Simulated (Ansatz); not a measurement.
A single point on C$_{4}$H$_{5}$FO, SMILES `C#CCOCF`.

```yaml
crystal:
  periodic: [false, false, false]
  atoms:
    - {symbol: C, position_ang: [-2.182649, -0.828198, 0.380864]}
    - {symbol: C, position_ang: [-1.140770, -0.712824, -0.202617]}
    - {symbol: C, position_ang: [0.125611, -0.563016, -0.908519]}
    - {symbol: O, position_ang: [1.227449, -0.340685, -0.041683]}
    - {symbol: C, position_ang: [1.174126, 0.836676, 0.656087]}
    - {symbol: F, position_ang: [1.356076, 1.916028, -0.187091]}
    - {symbol: H, position_ang: [-3.108337, -0.937045, 0.895402]}
    - {symbol: H, position_ang: [0.359364, -1.481123, -1.450205]}
    - {symbol: H, position_ang: [0.048294, 0.248115, -1.640488]}
    - {symbol: H, position_ang: [1.999654, 0.822949, 1.368668]}
    - {symbol: H, position_ang: [0.206485, 0.982221, 1.150181]}
basis:
  gaussian: {orbitals: def2-QZVPP}
correlation: {method: mp2}
```

```sh
$ ansatz run in.yaml --threads 4 --pin off --events-out ev --progress --plain --max-ram 10444MiB
```

It prints (some lines left out):

```
Functional definition: HF
2999 factors; integrals over basis functions are off by at most 7.7e-4 eV
mean field evaluation 1: about -8942.0035 eV, gradient 3.9e1 eV
mean field evaluation 2: about -8942.2009 eV, gradient 3.9e1 eV
mean field evaluation 4: about -8945.7184 eV, gradient 4.7e0 eV
mean field evaluation 8: about -8945.7740 eV, gradient 2.1e-1 eV
mean field -8945.77421453 eV, -328.7511387203 hartree, gradient 2.8e-6 eV, S^2 0.000000; 0 other end points of the search recorded, 0 dependent functions left out
6 core orbitals not correlated: weight in the atoms' cores, before any rotation towards them, 1.000 or more for the frozen orbitals, at most 0.000 for the correlated occupied ones
reference -8945.77421453 eV, -328.7511387203 hartree; 17, 17 occupied and 469, 469 virtual orbitals, 2999 factors
second order -32.73871620 eV of doubles, -0.00000000 eV of singles
Total energy: -8978.51293073 eV, -329.9542643497 hartree
```

It took 27 s on 4 threads of an Arm Neoverse V1 on a shared host, with 3.2 GiB of host memory at the peak.
